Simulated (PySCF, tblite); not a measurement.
**C4H5S radical: geometry, infrared bands and EPR parameters**

Aim: predict the infrared bands and EPR parameters of C4H5S radical (`C=C/C=C/[S]`).

The runs use tblite 0.8.0 and PySCF 2.14.0, with density-fitted response routines of our own; the level of theory stands in each step. All values are computed, except where a source is named. Atoms are numbered from 0 throughout.

## 1. Starting geometry

10 atoms, charge 0, multiplicity 2; geometry from: force field or distance geometry start.

Bonds of the start (Å): C0–C1 1.34, C1–C2 1.46, C2–C3 1.35, C3–S4 1.73, C0–H5 1.10, C0–H6 1.08, C1–H7 1.07, C2–H8 1.08, C3–H9 1.08.

## 2. Geometry optimisation with GFN2-xTB

The job: settings as JSON, then the geometry in Å.

```
{"job": {"kind": "relax", "xc": "GFN2-xTB", "basis": "xTB"}, "charge": 0, "multiplicity": 2}
C     -1.627600    -0.718400     0.635300
C     -0.756900    -0.127300    -0.190900
C      0.636800     0.092600     0.184100
C      1.520300     0.689100    -0.643000
S      3.188200     1.019000    -0.341200
H     -2.666800    -0.866300     0.317800
H     -1.352900    -1.048500     1.624500
H     -1.058100     0.199300    -1.165300
H      0.963500    -0.226900     1.167100
H      1.162500     0.992100    -1.610900
```

Command:

```bash
$ OMP_NUM_THREADS=1 python probes_run.py task.json out
```

The driver reads the jobs from task.json and runs them one after another.

**Question.** This job is followed by: GFN2-xTB harmonic vibrations, gas phase; UKS B3LYP, pcH-1 on C H S, non-relativistic, mean-field spin-orbit, GIAO. Predict these results of the whole session: strongest single infrared mode (GFN2-xTB); zero-point energy (GFN2-xTB); g(iso) (B3LYP); ⟨S²⟩; largest a(iso); surface potential, 1st and 99th percentile; property runs in this session.

The runs gave:

| quantity | value |
| --- | --- |
| strongest single infrared mode (GFN2-xTB) | 3141 cm⁻¹, 28 km/mol |
| zero-point energy (GFN2-xTB) | 45.9 kcal/mol |
| g(iso) (B3LYP) | 2.04142 |
| ⟨S²⟩ | 0.785 (exact 0.75) |
| largest a(iso) | 13C on C2, 34.0 MHz |
| surface potential, 1st and 99th percentile | -1.12 V and 1.24 V |
| property runs in this session | 1, of which 0 failed and 1 gave unsound results |

What this shows: Over 30 steps the energy fell by 0.066 eV; of the close pairs, C3–S4 changed most, 1.727 to 1.688 Å. No mode is imaginary among the 24: a minimum at this level. The strongest single mode, at 3141 cm⁻¹, moves mainly H5. Unscaled tight-binding wavenumbers are off by several per cent, some by more. Its intensities can rank the bands wrongly. The largest share of the spin, 0.62 e, sits on S4. The isotropic g lies 39.1 ppt above the free-electron value. These values are not to be trusted: the run shows a large g shift, which the driver flags as unsure.
